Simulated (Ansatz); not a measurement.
**C4H6: a ladder of functionals and wavefunction methods**

The task here is to estimate one member of a computed series from the others.

Computed with Ansatz 0.2.0, Gaussian basis. Level: functionals in def2-TZVPP, the program's frozen cores in correlated methods.

Levels to be run: LDA (SPW92), PBE-D4, revPBE-D4, BLYP-D4, r2SCAN-D4, B97M-V, PBE0-D4, B3LYP-D4, r2SCANh-D4, r2SCAN0-D4, HSE06-D4, BHLYP-D4, CAM-B3LYP-D4, LC-ωPBE, ωB97X-V, ωB97M-V, B2PLYP, PBE-QIDH; CCSD(T)/def2-SVP; CCSD(T)/def2-TZVPP; MP2/def2-QZVPP; extrapolation to the limit; RPA on PBE.

## The relaxed structure

All runs share one geometry, relaxed beforehand with PBE0-D4 in a triple-zeta def2 set.

SMILES `CC1=CC1`, 10 atoms, charge 0, spin multiplicity 1.

Atoms are counted from 1 here; the program's logs count them from 0.

Bond lengths: C1–C2 1.466 Å, C1–H5 1.091 Å, C1–H6 1.094 Å, C1–H7 1.094 Å, C2–C3 1.289 Å, C2–C4 1.499 Å, C3–C4 1.499 Å, C3–H8 1.077 Å, C4–H9 1.092 Å, C4–H10 1.092 Å. Angles: C2–C1–H5 111.7°, C2–C1–H6 110.4°, C2–C1–H7 110.4°, H5–C1–H6 108.8°, H5–C1–H7 108.8°, H6–C1–H7 106.8°, C1–C2–C3 152.0°, C1–C2–C4 143.5°, C3–C2–C4 64.5°, C2–C3–C4 64.5°, C2–C3–H8 150.2°, C4–C3–H8 145.3°, C2–C4–C3 50.9°, C2–C4–H9 119.7°, C2–C4–H10 119.7°, C3–C4–H9 119.8°, C3–C4–H10 119.8°, H9–C4–H10 113.4°.

The first run:

in.yaml

```yaml
crystal:
  periodic: [false, false, false]
  atoms:
    - {symbol: C, position_ang: [-1.043830, 0.759101, -0.695712]}
    - {symbol: C, position_ang: [-0.069312, -0.136878, -0.064982]}
    - {symbol: C, position_ang: [0.402586, -1.309867, 0.185664]}
    - {symbol: C, position_ang: [1.150678, -0.168680, 0.805415]}
    - {symbol: H, position_ang: [-1.788574, 0.204682, -1.269256]}
    - {symbol: H, position_ang: [-1.557490, 1.357567, 0.062629]}
    - {symbol: H, position_ang: [-0.537769, 1.462890, -1.363301]}
    - {symbol: H, position_ang: [0.354824, -2.379458, 0.072295]}
    - {symbol: H, position_ang: [1.055974, 0.024664, 1.876043]}
    - {symbol: H, position_ang: [2.115814, 0.134779, 0.394303]}
basis:
  gaussian: {orbitals: def2-TZVPP}
hamiltonian: {xc: lda}
output: {orbitals: {seedname: orbitals}}
```

Command:

```sh
ansatz run in.yaml --threads 4 --pin off --events-out ev --progress --plain --max-ram 10444MiB
```

Among the steps run: LDA; PBE-D4 (GGA); revPBE-D4 (GGA); BLYP-D4 (GGA); r2SCAN-D4 (meta-GGA); B97M-V (meta-GGA); PBE0-D4 (hybrid); B3LYP-D4 (hybrid); r2SCANh-D4 (hybrid); r2SCAN0-D4 (hybrid); HSE06-D4 (hybrid); BHLYP-D4 (hybrid); CAM-B3LYP-D4 (range-separated); LC-ωPBE (range-separated); ωB97X-V (range-separated); ωB97M-V (range-separated); B2PLYP (double hybrid); PBE-QIDH (double hybrid).

One table of the session follows, with a row left open; its other results are not shown here.

It belongs to the step «Frontier levels by functional». 

```
  functional  HOMO (eV)  LUMO (eV)  gap (eV)
 LDA (SPW92)      -5.79      -0.76      5.03
      PBE-D4      -5.69      -0.54      5.15
   revPBE-D4      -5.64      -0.45      5.19
     BLYP-D4      -5.56      -0.41      5.15
   r2SCAN-D4      -5.84      -0.25      5.59
      B97M-V      -5.87      -0.17      5.71
     PBE0-D4      -6.82       0.53      7.35
    B3LYP-D4      -6.62       0.28      6.90
  r2SCANh-D4      -6.27       0.13      6.41
  r2SCAN0-D4      -6.92       0.70      7.62
    HSE06-D4      -6.42       0.15      6.56
    BHLYP-D4          ?          ?         ?
CAM-B3LYP-D4      -8.15       1.70      9.85
     LC-ωPBE      -9.52       2.91     12.44
     ωB97X-V      -9.15       2.82     11.96
     ωB97M-V      -9.04       2.67     11.71
```

**Question.** Estimate the row for BHLYP-D4.

Worked estimate for «HOMO (eV)». Against the share of exact exchange, BLYP-D4 (0, -5.56), B3LYP-D4 (0.2, -6.62) give a slope of -5.30 per unit share; at 0.5 the line stands at -8.21.

As computed: HOMO (eV): -7.82; LUMO (eV): 1.68; gap (eV): 9.50. In «HOMO (eV)» the line misses by -0.39.
